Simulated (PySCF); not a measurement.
# AlCl2 (SMILES [Cl][Al][Cl]) at 6 levels

We compute a comparison of 6 runs (U-r2SCAN/STO-3G, U-wB97X-V/STO-3G, UPBE0/STO-3G, UMP2/STO-3G, UCISD/STO-3G, UCCSD(T)/STO-3G) of AlCl2. Input form: a Python script.

Program for the calculation: PySCF 2.14.0.

7 further runs of the same task are left out: 7 set aside as unsound or not needed.

### Step 1. The structure to begin with

AlCl2 has 3 atoms, charge 0, and is taken as a doublet. As SMILES, `[Cl][Al][Cl]`. One bond was lengthened or shortened from a relaxed shape.

Bond lengths: Cl1–Al2 2.102 Å, Al2–Cl3 2.522 Å. Angles: Cl1–Al2–Cl3 118.9°.

### Step 2. The energy at U-r2SCAN/STO-3G (run 1)

The input, job.py:

```python
from pyscf import gto, dft

mol = gto.M(
    atom='Cl 1.479095 1.263183 0.938196; Al -0.327805 0.915583 -0.077704; Cl -0.953600 -1.453800 -0.674700',
    basis='sto-3g',
    verbose=3,
    spin=1,
    max_memory=1860,
)

mf = dft.UKS(mol)
mf.xc = 'r2scan'
mf.conv_tol = 1e-10
mf.grids.level = 5
mf.kernel()
if not mf.converged:
    mf = mf.newton().run(mf.mo_coeff, mf.mo_occ)

e_final = mf.e_tot
print('Final energy', e_final)
```

Run with:

```console
$ OMP_NUM_THREADS=1 python job.py
```

What it wrote:

```text
WARN: HOMO -0.195415859227596 >= LUMO -0.195415859227598

converged SCF energy = -1149.91873381862  <S^2> = 0.75484437  2S+1 = 2.0048385
Final energy -1149.918733818619
```

It took 6.9 s on 1 thread of Arm Neoverse V2, shared host; peak memory 0.24 GiB.

### Step 3. The energy at U-wB97X-V/STO-3G (run 2)

The input, input.py:

```python
from pyscf import gto, dft

system = gto.M(
    atom='''
Cl     1.479095     1.263183     0.938196
Al    -0.327805     0.915583    -0.077704
Cl    -0.953600    -1.453800    -0.674700
''',
    spin=1,
    verbose=4,
    max_memory=1860,
    basis='sto-3g',
)

mf = dft.UKS(system, xc='wb97x-v')
mf.nlcgrids.level = 1
mf.grids.level = 5
mf.conv_tol = 1e-10
mf.kernel()
if not mf.converged:
    mf = mf.newton().run(mf.mo_coeff, mf.mo_occ)

energy = mf.e_tot
print('Final energy', energy)
```

Run with:

```console
$ OMP_NUM_THREADS=1 python input.py
```

What it wrote:

```text
PySCF version 2.14.0

[... 63 lines left out ...]
WARN: HOMO -0.213763350755755 >= LUMO -0.213763350755754
[... 50 lines left out ...]
converged SCF energy = -1149.81815889004  <S^2> = 0.75733021  2S+1 = 2.0073168
Final energy -1149.818158890044
```

Run time: 18 s. Hardware: 1 thread of Arm Neoverse V2, shared host; peak memory 0.23 GiB.

Runs 3 to 5 aren't shown in full; the table further down has their settings and results.

### Step 4. A single-point energy at UCCSD(T)/STO-3G (run 6)

The input, run.py:

```python
from pyscf import gto, cc

system = gto.Mole()
system.atom = '''
Cl   1.479095   1.263183   0.938196
Al  -0.327805   0.915583  -0.077704
Cl  -0.953600  -1.453800  -0.674700
'''
system.max_memory = 1860
system.basis = 'sto-3g'
system.spin = 1
system.verbose = 4
system.build()

calc0 = system.UHF()
calc0.conv_tol = 1e-10
calc0.kernel()
if not calc0.converged:
    calc0 = calc0.newton().run(calc0.mo_coeff, calc0.mo_occ)

mycc = cc.CCSD(calc0, frozen=15)
mycc.kernel()
e_t = mycc.ccsd_t()
e_final = mycc.e_tot + e_t
print('E(%s) = %.9f' % ('CCSD(T)', e_final))
```

Run with:

```console
$ OMP_NUM_THREADS=1 python run.py
```

What it wrote:

```text
PySCF version 2.14.0

[... 91 lines left out ...]
converged SCF energy = -1148.27012834208  <S^2> = 0.76837703  2S+1 = 2.0182934
[... 12 lines left out ...]
Init t2, MP2 energy = -0.0219333900935147
[... 17 lines left out ...]
UCCSD converged
[... 2 lines left out ...]
E(CCSD(T)) = -1148.302748719
```

Wall time 0.74 s (1 thread of Arm Neoverse V2, shared host); peak memory 0.12 GiB.

### Step 5. Overview of the runs

```csv
run,level,nlc grid,integration grid,energy (Eh),dipole moment (D) of the reference,HOMO energy (eV),LUMO energy (eV),wall time
1,U-r2SCAN/STO-3G,–,5,-1149.918734,4.44,-3.69,-1.78,6.9 s
2,U-wB97X-V/STO-3G,1,5,-1149.818159,4.66,-6.82,0.57,18 s
3,UPBE0/STO-3G,–,5,-1149.580273,4.47,-4.63,-1.35,4.8 s
4,UMP2/STO-3G,–,–,-1148.292062,5.16,-7.60,2.62,0.6 s
5,UCISD/STO-3G,–,–,-1148.301329,5.16,-7.60,2.62,0.58 s
6,UCCSD(T)/STO-3G,–,–,-1148.302749,5.16,-7.60,2.62,0.74 s
```

### Step 6. Summary of results

```
                                                         quantity           value
                                              run 6: total energy  -1148.30275 Eh
                      run 6: dipole moment (Hartree–Fock density)          5.16 D
run 6: HOMO energy (Hartree–Fock orbitals) (highest over α and β)        -7.60 eV
 run 6: LUMO energy (Hartree–Fock orbitals) (lowest over α and β)         2.62 eV
              run 6: correlation energy (15 core orbitals frozen)       -32.6 mEh
                                            run 6: (T) correction       -1.39 mEh
                         run 6: ⟨S²⟩ of the reference determinant           0.768
                                             run 6: T1 diagnostic           0.015
```

Over runs 1, 2, 3 the dipole moment (its size) runs from 4.44 D (U-r2SCAN/STO-3G) to 4.66 D (U-wB97X-V/STO-3G). Totals of different functionals can't be ranked against each other. In runs 1, 2, 3, 4, 5, 6 the basis is minimal, so the values are rough. All runs together took 32 s, the longest 18 s.
